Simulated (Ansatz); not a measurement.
Basis sets compared for MgMeH (CH₄Mg). Total charge 0; singlet. Geometry PBE-D4/def2-TZVP. Ansatz on 2 threads of Arm Neoverse V1 on a shared host; times are rough, and most runs start from earlier orbitals.

Cartesian coordinates in Å:
```
Mg 0.435 0.143 1.232
C -0.260 -0.085 -0.731
H -1.091 0.604 -0.954
H -0.627 -1.107 -0.920
H 0.533 0.116 -1.470
H 1.009 0.329 2.842
```

Binding counts from free atoms (Mg singlet, C triplet, H doublet) in the same basis, without a counterpoise term.

| level | functions | energy (Eh) | HOMO (eV) | LUMO (eV) | binding per atom (eV) | wall time |
| --- | --- | --- | --- | --- | --- | --- |
| PBE-D4/def2-SVP | 52 | -240.2688 | -5.59 | -0.82 | 2.95 | 0.71 s |
| PBE-D4/def2-TZVP | 87 | -240.3864 | -5.61 | -1.00 | 2.94 | 1.1 s |
| r2SCAN-D4/def2-TZVP | 87 | -240.5171 | -5.83 | -0.48 | 2.95 | 1.7 s |
| PBE0-D4/def2-SVP | 52 | -240.2982 | -6.78 | -0.19 | 2.93 | 0.66 s |
| PBE0-D4/def2-TZVP (with forces) | 87 | -240.4140 | -6.77 | -0.33 | 2.92 | 1.5 s |

**Question.** Estimate the rows for PBE-D4/def2-TZVPD, r2SCAN-D4/def2-TZVPD, PBE0-D4/def2-TZVPD.

**Answer.** 
```csv
level,functions,energy (Eh),HOMO (eV),LUMO (eV),binding per atom (eV),wall time
PBE-D4/def2-TZVPD,108,-240.3868,-5.62,-1.07,2.94,1.1 s
r2SCAN-D4/def2-TZVPD,108,-240.5175,-5.83,-0.54,2.95,2.1 s
PBE0-D4/def2-TZVPD,108,-240.4143,-6.77,-0.42,2.92,1.2 s
```
